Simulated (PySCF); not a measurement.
Partners of hydrogen fluoride

Gas-phase complexes of hydrogen fluoride, each in one structure from a short search with a few starts, optimised by PBE0-D3(BJ)/def2-SVPD or PBE0-D3(BJ)/def2-TZVPD; other ways of binding may lie lower. Energies in kcal/mol, wB97M-D3(BJ)/def2-TZVPD, counterpoise-corrected (PySCF): interaction is complex less parts frozen as they stand in it, binding adds what it costs to deform them. Contacts are written partner···hydrogen fluoride; electrostatic, Pauli and orbital are terms of the uncorrected same energy, whose rest is dispersion or correlation.

6 other partners are left out, for which the search missed the form known or expected to bind best.

Frequency runs check only 3 of the 6 structures; these show no clear imaginary mode. 1 further partner within 0.25 kcal/mol of a listed one is not ranked.

(1) Order these partners of hydrogen fluoride by binding energy, strongest first: methanol, dimethyl sulfide, carbon dioxide, Ca2+, hydrogen sulfide, phosphine.

## Answers

(1) Ca2+ (-38.9), methanol (-9.8), dimethyl sulfide (-8.1), hydrogen sulfide (-5.3), phosphine (-4.8), carbon dioxide (-2.8).
```
         partner  contact  distance (Å)  binding  interaction  electrostatic  Pauli  orbital
            Ca2+   Ca···F          2.19    -38.9        -39.3          -31.3   15.5    -22.9
        methanol    O···H          1.63     -9.8        -10.2          -17.1   17.5     -9.7
dimethyl sulfide    S···H          2.08     -8.1         -8.5          -12.9   15.0     -9.5
hydrogen sulfide    S···H          2.21     -5.3         -5.4           -8.3    9.4     -5.9
       phosphine    P···H          2.27     -4.8         -5.1           -7.6    9.1     -6.0
  carbon dioxide    O···H          1.96     -2.8         -2.9           -3.6    3.2     -2.1
```

Multiply charged ions in the gas phase bind far more strongly than in solution.
